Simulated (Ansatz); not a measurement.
CH2O, singlet: CASSCF and its corrections

Calculated in Ansatz's Gaussian-basis code. Basis cc-pVDZ, nonrelativistic, 2 orbitals frozen in the corrections. State-specific CASSCF; RHF is the lowest restricted (open-shell) Hartree–Fock solution met. Solutions may break the symmetry of the shape. Lower solutions, or ones in other orbitals, may exist.

Geometry:

```xyz
4

C     0.0000    0.0000   -0.5646
O     0.0000    0.0000    0.7271
H     0.0000   -1.0200   -1.2147
H     0.0000    1.0200   -1.2147
```

(1) What do CASSCF and its corrections give against RHF in CAS(4,3), and what are the occupations?

Results:

(1) CASSCF -1.185 eV, SC-NEVPT2 -8.952 eV; occupations 2.00, 1.89, 0.11.
